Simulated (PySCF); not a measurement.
Bonds (- single, = double, # triple, : aromatic): C1=P2, P2-C3, P2-C4, P2-C5. C1 carries H6, H7; C3 carries H8, H9, H10; C4 carries H11, H12, H13; C5 carries H14, H15, H16.

Geometry: PBE0-D3(BJ)/def2-SVP; GIAO shifts from PySCF, gas phase, non-relativistic, averaged over equivalent atoms.

At PBE0/6-31G* (96 basis functions, 6.7 s wall time on 1 thread of an Arm Neoverse V2, shared host):
```tsv
atoms	δ (ppm)
C3/C4/C5	18.0
C1	-8.3
P2	-28.5
H8/H9/H10/H11/H12/H13/H14/H15/H16	1.05
H6/H7	-0.63
```

δ = σ(ref) − σ, references computed at the same level: 13C (σref 194.14), 1H (σref 31.96) vs TMS; H3PO4 for 31P (σref 376.23).

**Question.** Predict the values at PBE0/6-311+G(2d,p) on the same geometry.

**Answer.** 
```csv
atoms,"δ at PBE0/6-311+G(2d,p)",change
C3/C4/C5,20.7,+2.7
C1,-7.0,+1.3
P2,-33.0,-4.5
H8/H9/H10/H11/H12/H13/H14/H15/H16,1.22,+0.17
H6/H7,-0.34,+0.29
```

Shifts are taken against calculated references (same method and geometry level): TMS for 13C (σref 186.44) and 1H (σref 31.51); 31P (σref 297.00) vs H3PO4.

The largest change is at P2 (phosphorus bonded to 4 C). Cost: 209 basis functions, 19 s wall time on 1 thread of an Arm Neoverse V2, shared host.

The carbons averaged at δ 18.0 differ by 9 ppm in this conformer. Experimental scales use liquid or dissolved standards, which lie at an offset from isolated H3PO4.
